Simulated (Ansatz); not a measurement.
# NH (triplet): from Hartree-Fock to the top rungs at distance N1–H2 = 0.830 Å, aug-cc-pVDZ

How much of the correlation energy of NH (triplet) does each wave-function method recover here?

Method: aug-cc-pVDZ, core rule «outside noble gas», up to 1 orbitals frozen; program: Ansatz 0.2.0, Gaussian basis.

The runs, in order: UHF; CCSD(T) on ROHF; CCSD(T) on UHF; BCCD(T) on ROHF; CISD; CCSDT(Q) on ROHF; CCSDT(Q) on UHF; CASSCF and MRCISD+Q, 4 electrons in 4 orbitals; CASSCF and NEVPT2, 4 electrons in 4 orbitals; CASSCF and MRCISD+Q, 6 electrons in 5 orbitals; CASSCF and NEVPT4(SD), 6 electrons in 5 orbitals; CASSCF and NEVPT2, 6 electrons in 5 orbitals; Full CI.

16 further runs of the same task are left out: 1 for a known fault of the program, 12 that didn't finish, 3 set aside as unsound or not needed.

## Step 1: The system

The geometry derives from a PBE0/def2-TZVP stationary point (not a proven minimum). One bond is set to the value named and the two fragments are kept rigid.

2 atoms, charge 0, spin multiplicity 3.

Atoms are counted from 1 here; the program's logs count them from 0.

Bond lengths: N1–H2 0.830 Å.

## Step 2: UHF

File in.yaml:

```yaml
crystal:
  periodic: [false, false, false]
  atoms:
    - {symbol: N, position_ang: [0.000000, 0.000000, 0.000000]}
    - {symbol: H, position_ang: [0.000000, 0.000000, 0.830000]}
basis:
  gaussian: {orbitals: aug-cc-pVDZ}
magnetization: {spin_polarized: true, initial_magnetization: 2}
hamiltonian: {xc: hf}
output: {orbitals: {seedname: orbitals}}
```

Command:

```sh
$ ansatz run in.yaml --threads 1 --pin off --events-out ev --progress --plain --max-ram 2393MiB
```

Further steps of the session: CCSD(T) on ROHF; CCSD(T) on UHF; BCCD(T) on ROHF; CISD; CCSDT(Q) on ROHF; CCSDT(Q) on UHF; CASSCF and MRCISD+Q, 4 electrons in 4 orbitals; CASSCF and NEVPT2, 4 electrons in 4 orbitals; CASSCF and MRCISD+Q, 6 electrons in 5 orbitals; CASSCF and NEVPT4(SD), 6 electrons in 5 orbitals; CASSCF and NEVPT2, 6 electrons in 5 orbitals; Full CI.

**Question.** What will the summary of the whole plan be? Wanted: FCI below the RHF energy; RMP2 from FCI; UMP2 from FCI; RCCSD from FCI; RCCSD(T) from FCI; UCCSD(T) from FCI; RCCSDT(Q) from FCI; UCCSDT(Q) from FCI; NEVPT2 pair from FCI.

The runs gave:

```
                         quantity                                                                                               value
         FCI below the RHF energy                                                                                          -3.6385 eV
                    RMP2 from FCI                                                                                        +55.9 kJ/mol
                    UMP2 from FCI                                                                                        +55.9 kJ/mol
                   RCCSD from FCI                                                                                         +6.7 kJ/mol
                RCCSD(T) from FCI                                                                                         +1.1 kJ/mol
                UCCSD(T) from FCI                                                                                         +1.0 kJ/mol
               RCCSDT(Q) from FCI                                                                                          0.0 kJ/mol
               UCCSDT(Q) from FCI                                                                                         -0.2 kJ/mol
             NEVPT2 pair from FCI                                                                                        +54.8 kJ/mol
           MRCISD+Q pair from FCI                                                                                         -0.5 kJ/mol
          NEVPT2 valence from FCI                                                                                        +63.2 kJ/mol
levels within 1 kcal/mol (43 meV)  RCCSD(T), UCCSD(T), BCCD(T), RCCSDT, UCCSDT, RCCSDT(Q), UCCSDT(Q), MRCISD+Q pair, MRCISD+Q valence
                    T1 diagnostic                                                                                               0.019
   effectively unpaired electrons                                                                                                2.01
```

In words: RCCSD(T) lands +1.1 kJ/mol from the yardstick (0.3 % of the correlation energy). MRCISD+Q pair, MRCISD+Q valence fall below full CI: the +Q correction isn't variational, and the cores differ from full CI's. One determinant dominates. Of the multireference levels listed MRCISD+Q pair comes nearest in total energy (-0.5 kJ/mol), which doesn't show that its space is the better one. These misses are within one basis, not against nature; the frozen cores of restricted and unrestricted runs differ, which can shift their rows.
